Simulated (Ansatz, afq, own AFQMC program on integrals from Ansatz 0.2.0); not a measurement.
## CH2NSi, doublet in def2-TZVP, levels against AFQMC with the constraint released

```xyz
5

N     0.7119   -2.2272    0.8793
C     0.4633   -1.1574    0.4978
Si   -0.0402    0.4913   -0.1465
H     0.8917    0.9152   -1.2259
H    -0.1546    1.4573    0.9790
```

Connectivity, by distances: N–C–SiH2.

Basis def2-TZVP. Only valence electrons are correlated. AFQMC by an in-house program on the Cholesky factors that Ansatz 0.2.0 writes for its CCSD(T) run. ph-AFQMC/CISD is guided by a CISD state made of CCSD amplitudes; releasing the constraint for a short imaginary time cuts its bias at the price of noise, slowly where states lie close. ± is one standard error of the sampling.

Determinant: UHF, the one that the program's search chose, which needn't be the lowest solution. The geometry is a PBE0/def2-SVP stationary point of this or a neighbouring charge and spin state.

No full CI on the walks' own integrals is used here. The released AFQMC energy serves as the reference, which it does only where one determinant dominates, the energy is flat over the last release times and near the phaseless one (40 meV or 2 meV an electron, half that with transition metals). On small molecules, where full CI could be run and the noise was under 10 meV, such values lay within 10 meV of it in 19 cases of 20, a flattering rate, since the rule was set on those same cases; what remains of the bias isn't in the error bar.

Cautions: unrestricted determinant slightly spin contaminated (⟨S²⟩ 0.84 against 0.75); the released value is read at 1.00 1/Eh (meV from the phaseless value at times in 1/Eh: -10 ± 8 at 0.24, -15 ± 8 at 0.50, -14 ± 6 at 1.00).

```
T1 diagnostic                               : 0.0302
weight of the determinant in the CISD state : 0.817
⟨S²⟩ of the determinant                     : 0.838
size of the correlated space                : 15 electrons in 104 orbitals
```

Reference: AFQMC with the constraint released, correlation energy -12.896 ± 0.006 eV.

```
        level  E − E(reference) (mEh)  share of correlation (%)
           HF           473.92 ± 0.22                      0.00
          MP2            51.88 ± 0.22                     89.05
         CCSD            24.70 ± 0.22                     94.79
      CCSD(T)             2.23 ± 0.22                     99.53
ph-AFQMC/CISD             0.51 ± 0.36                     99.89
```

Released energies are given only where the last usable release times agree within the noise; a slower fall can still hide under it.
